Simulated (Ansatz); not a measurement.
`O[SiH2][SiH3]` + H₂O → `O[SiH2]O` + SiH₄ at 400 K and 1 bar (formal hydrolysis of the Si–Si bond).

Isolated molecules relaxed with PBE0-D4/def2-TZVP in Ansatz; ΔE leaves out vibrations. CCSD(T)/CBS is the MP2 limit (def2-TZVPP, def2-QZVPP) plus CCSD(T) − MP2 in def2-TZVPP, frozen cores. This one scheme is used for every species. Each species was taken in one conformer, which may not be the lowest.

```tsv
species	CCSD(T)/CBS energy (Eh)	H − E (kJ/mol)	S (J/(mol·K))
`O[SiH2][SiH3]`	-656.96789	175.5	352.4
H₂O	-76.37941	69.8	198.6
`O[SiH2]O`	-441.92975	143.0	300.6
SiH₄	-291.46306	96.9	218.6
```

H − E and S are ideal-gas, rigid-rotor, harmonic terms from PBE0-D4/def2-TZVP, for one conformer and one mirror image of each species. 1 Eh = 2625.50 kJ/mol, R = 8.31446 J/(mol·K).

Q: By hand: ΔE, ΔH, ΔS and ΔG.

A: ΔE = (-441.92975) + (-291.46306) − (-656.96789) − (-76.37941) = -0.04551 Eh = -119.5 kJ/mol. Δ(H − E) = 143.0 + 96.9 − 175.5 − 69.8 = -5.4, so ΔH = -124.9 kJ/mol. ΔS = 300.6 + 218.6 − 352.4 − 198.6 = -31.8 J/(mol·K). ΔG = -124.9 − 400 × (-31.8)/1000 = -112.2 kJ/mol.

Q: By hand: the equilibrium constant, and the temperature at which ΔG would vanish if ΔH and ΔS stayed fixed.

A: log₁₀ K = −ΔG/(RT ln 10) = 14.7. ΔG = 0 at ΔH/ΔS = 3928 K, far beyond where these terms or the molecules hold.

ΔH outweighs TΔS. A doubt of 5 kJ/mol in ΔE shifts log₁₀ K by 0.7 here. Other conformers and mirror images would add mixing entropy, several J/(mol·K) or more a flexible species. These are equilibria of isolated gas molecules and say nothing of rates. Largest T1 diagnostic: 0.012 (customary marks: 0.02 for closed shells, 0.045 for open ones).
